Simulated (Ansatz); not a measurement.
fcc Pd, treated with PBE in Ansatz (plane waves, PAW).

Run with plane-wave cutoff 520 eV, 20×20×20 k mesh, Fermi–Dirac smearing 0.1 eV, perturbation theory, scalar-relativistic PAW data made under PBE.

Computed at the level's own relaxed cell.

```xyz
1
Lattice="0.0000 1.9715 1.9715 1.9715 0.0000 1.9715 1.9715 1.9715 0.0000" Properties=species:S:1:pos:R:3 pbc="T T T"
Pd     0.0000     0.0000     0.0000
```

Harmonic phonon frequencies (cm⁻¹; i marks an imaginary mode):

```tsv
q point	frequencies
X	?
L	104 104 215
W	136 175 175
```

Q: Complete the blanks.

A: 
- X, frequencies: 146 146 208

No imaginary mode appears at these points.

Ansatz is an electronic-structure program.
